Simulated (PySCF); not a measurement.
Simulated outer-valence photoelectron spectrum of `[NH3+][AlH3-]`. Level of theory: EOM-IP-CCSD/aug-cc-pVDZ in PySCF, restricted Hartree–Fock reference, 6 core orbitals frozen, non-relativistic, gas phase, PBE0-D3(BJ)/def2-SVP geometry.

Each root has a Gaussian of 0.4 eV full width with its one-hole share as area; cross sections and vibrations are left out, and the highest printed point is 100.

(ionisation energy (eV), intensity): (9.6, 2), (9.8, 29), (10.0, 92), (10.2, 74), (10.4, 15), (10.6, 1), (10.8, 0), (11.0, 0), (11.2, 0), (11.4, 0), (11.6, 1), (11.8, 9), (12.0, 40), (12.2, 43), (12.4, 12), (12.6, 1), (12.8, 0), (13.0, 0), (13.2, 0), (13.4, 0), (13.6, 0), (13.8, 0), (14.0, 0), (14.2, 0), (14.4, 0), (14.6, 0), (14.8, 0), (15.0, 5), (15.2, 29), (15.4, 47), (15.6, 19), (15.8, 2), (16.0, 0), (16.2, 0), (16.4, 0), (16.6, 0), (16.8, 0), (17.0, 0), (17.2, 0), (17.4, 0), (17.6, 0), (17.8, 0), (18.0, 0), (18.2, 9), (18.4, 61), (18.6, 100), (18.8, 41), (19.0, 4)

Question: Where are the maxima, and how many lines lie under the curve?

Answer: 4 maxima, at 10.1, 12.1, 15.4 and 18.6 eV, from 6 lines. At this width some lines have no maximum of their own.

Question: List the lines with their holes.

Answer: 
```tsv
E (eV)	leading hole (HF orbital)	area	Koopmans (eV)
10.07	HOMO	0.94	10.54
10.07	HOMO-1	0.94	10.55
12.11	HOMO-2	0.93	12.97
15.37	HOMO-3	0.91	16.72
18.57	HOMO-4	0.95	19.57
18.57	HOMO-5	0.95	19.57
```

The widest gap, 3.26 eV, lies between 12.11 and 15.37 eV. Only orbitals with −ε under 21 eV, eight at most, were ionised, so the high end of the curve may lack lines.

On one thread of an x86-64 server, shared host, this took 2.7 min.
